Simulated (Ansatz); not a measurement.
Born–Oppenheimer molecular dynamics of H5NOSi (8 atoms, charge 0, multiplicity 1). It starts from a rough guess of a transition structure, not a stationary point.

Level of theory: Ansatz, UKS PBE-D4/STO-3G.

| Property | Result |
| --- | --- |
| ensemble | NVE (velocity Verlet) |
| time step | 0.5 fs |
| steps asked | 150 |
| starting velocities drawn for | 600 K |
| seed | 696499 |

First frame:

```xyz
8
Properties=species:S:1:pos:R:3
Si -0.433 0.312 0.644
O 0.014 0.409 -1.372
N 0.854 -0.723 0.515
H 0.859 -0.344 -0.773
H -0.419 1.717 1.038
H -1.804 -0.206 0.660
H -0.578 -0.107 -1.917
H 1.507 -1.059 1.204
```

(1) How far do the bonds stretch over the last three quarters of this one trajectory? (Pairs bonded in most of those frames.)

Answers

(1) 
| bond | mean (Å) | spread (Å) | shortest | longest |
| --- | --- | --- | --- | --- |
| Si1–O2 | 1.797 | 0.172 | 1.56 | 2.06 |
| Si1–N3 | 1.809 | 0.080 | 1.67 | 1.95 |
| Si1–H5 | 1.480 | 0.041 | 1.42 | 1.56 |
| Si1–H6 | 1.471 | 0.020 | 1.44 | 1.50 |
| O2–H7 | 1.064 | 0.073 | 0.94 | 1.17 |
| N3–H4 | 1.086 | 0.087 | 0.94 | 1.24 |
| N3–H8 | 1.066 | 0.041 | 0.99 | 1.14 |

Mean temperature of the second half: 2048 K. The conserved energy stayed within 1.6 meV per atom of its start (net change -0.99 meV per atom), so the integration is sound. The kinetic energy rose, since the run started high on the potential surface and went downhill. A run of 0.075 ps of so small a system gives no equilibrium averages. The orbitals were unrestricted but ended closed-shell. Limits of this set-up: minimal basis.

The run took 2.4 min on 1 thread of Intel(R) Xeon(R) 6975P-C (Granite Rapids) (shared host), peak memory 0.11 GiB.
